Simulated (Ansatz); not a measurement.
# Structure relaxation of Zn3O

Method: Ansatz, DFT PBE, scalar-relativistic, plane waves, PAW. Cutoff 420 eV, Γ-centred k mesh, Gaussian smearing, no spin polarisation in the final step.

Zn3O was placed on the Cu3Au (L1_2) structure type (Pm-3m, No. 221), with O in place of Au, Zn in place of Cu, at a guessed volume.

```
CELL_PARAMETERS angstrom
3.65032 0.00000 0.00000
0.00000 3.65032 0.00000
0.00000 0.00000 3.65032
ATOMIC_POSITIONS crystal
Zn 0.00000 0.50000 0.50000
Zn 0.50000 0.00000 0.50000
Zn 0.50000 0.50000 0.00000
O 0.00000 0.00000 0.00000
```

Cell and atoms relax at zero pressure; the relaxation can't lower the symmetry of the start. After a coarse first stage the cell is made exact in the group found at 0.06 Å.

The zero of energy is the elements' standard structures at the same level (O₂ as a molecule); no fitted shifts are applied.

Question: What does it relax into?

Answer: It keeps Pm-3m (No. 221). The result has the Cu3Au (L1_2) structure. Conventional cell: a = 3.768 Å. Around Zn lie 4 O at 2.66 Å and 8 Zn at 2.66 Å; around O lie 12 Zn at 2.66 Å.

```cif
data_structure
_symmetry_space_group_name_H-M 'Pm-3m'
_symmetry_Int_Tables_number 221
_cell_length_a 3.7677
_cell_length_b 3.7677
_cell_length_c 3.7677
_cell_angle_alpha 90.000
_cell_angle_beta 90.000
_cell_angle_gamma 90.000
_cell_volume 53.48
loop_
_atom_site_label
_atom_site_type_symbol
_atom_site_symmetry_multiplicity
_atom_site_Wyckoff_symbol
_atom_site_fract_x
_atom_site_fract_y
_atom_site_fract_z
_atom_site_occupancy
Zn1 Zn 3 c 0.00000 0.50000 0.50000 1
O1 O 1 a 0.00000 0.00000 0.00000 1
```

Question: What are its volume, energy, density and gap?

Answer: The volume per atom is 13.37 Å³ and the density is 6.59 g/cm³. The energy over the elements is 0.05 eV/atom and the gap on the 12×12×12 mesh is 0 eV (a metal).

The final run used a 12×12×12 mesh on its 4-atom cell and 0.10 eV smearing. For metals, differences of a few meV/atom aren't resolved. A structure relaxed within its symmetry needn't be a true minimum. The steps took roughly 70 core-seconds in all.

Cost: 3 runs of about 1.2 core-minutes in all, on Intel Xeon Platinum 8259CL (Skylake/Cascade Lake) (shared hosts).